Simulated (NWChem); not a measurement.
Spin states of hydrogen sulfide (H2S)

SMILES: S
```xyz
3

S      0.0000     0.0000     0.1056
H     -0.9740     0.0000    -0.8447
H      0.9740     0.0000    -0.8447
```
Charge 0, spin multiplicity 1.

Program: NWChem. Structure: optimised with PBE/def2-SVP, a minimum by its harmonic frequencies.

Basis set: def2-TZVP. The gap is E(triplet) − E(singlet) at the geometry of the singlet, so a negative value puts the higher spin lower. Open shells are unrestricted, coupled cluster uses restricted open-shell references, and the singlet is the closed-shell solution. The triplet is the single determinant that the SCF runs reached, with unpaired electrons in orbitals of symmetry b1 and b2 (C2v labels); it need not be the lowest triplet, which in molecules with degenerate π orbitals can need several determinants.

The cost column gives rough processor time relative to PBE0; each entry includes its own SCF.

The correlated methods keep 5 core orbitals frozen. B3LYP has NWChem's definition, with VWN1-RPA local correlation. No SCF solution was tested for a lower state. Open-shell Hartree-Fock references start from PBE0 orbitals; any time given for them includes that run. Coupled-cluster values serve here as a point of comparison, not as the truth.

| method | vertical singlet-triplet gap (kcal/mol) | relative cost |
|---|---|---|
| PBE | (withheld) | under 3 |
| B3LYP | 124.5 | under 3 |
| MP2 | (withheld) | under 3 |
| B2PLYP | 127.2 | under 3 |
| HF | (withheld) | under 3 |
| M06-2X | 130.1 | under 3 |
| CCSD(T) | 129.9 | 5 |
| PBE0 | 124.1 | 1 |
| CR-CCSD(T) | 129.8 | 5 |

**Question.** Fill in the missing entries.

**Answer.** 
- PBE, vertical singlet-triplet gap (kcal/mol): 123.2
- MP2, vertical singlet-triplet gap (kcal/mol): 131.9
- HF, vertical singlet-triplet gap (kcal/mol): 117.3
